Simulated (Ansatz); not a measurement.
in.yaml

```yaml
crystal:
  periodic: [false, false, false]
  atoms:
    - {symbol: N, position_ang: [0.000000, 0.000000, 0.000000]}
    - {symbol: N, position_ang: [0.000000, 0.000000, 2.972000]}
basis:
  gaussian: {orbitals: "6-31G*", fitting: {mean_field: def2-universal-jkfit}, point_charges: [{charge: -0.50, position_ang: [3.775, -0.538, 0.285]}]}
correlation: {method: sc_nevpt2, electrons: valence, active_space: {window: {electrons: 2, orbitals: 3}}}
accuracy: high
symmetry: c1
```

```sh
$ ansatz run in.yaml --threads 1 --pin off --events-out ev --progress --plain --max-ram 2393MiB
```

Task: One thing in this input was set wrong on purpose, beside settings that are merely unusual. What is the gravest fault, and what does the program do?

Result: Unknown input key. How the run ends: refused.
```
Error: YAML parse error: error: line 10 column 1: unknown field `symmetry`, expected one of crystal, accuracy, basis, kpoints, hamiltonian, magnetization, projection, total_charge, correlation, batch, efield, external_charges, scf, relax, neb, saddle, md, ramp, phonons, dielectric, real_time, elastic, magnetic_configurations, gw, evaluate, workflow, output, checkpoint, execution
  --> <input>:10:1
   |
 8 | correlation: {method: sc_nevpt2, electrons: valence, active_space…
 9 | accuracy: high
10 | symmetry: c1
   | ^ unknown field `symmetry`, expected one of crystal, accuracy, basis, kpoints, hamiltonian, magnetization, projection, total_charge, correlation, batch, efield, external_charges, scf, relax, neb, saddle, md, ramp, phonons, dielectric, real_time, elastic, magnetic_configurations, gw, evaluate, workflow, output, checkpoint, execution
```
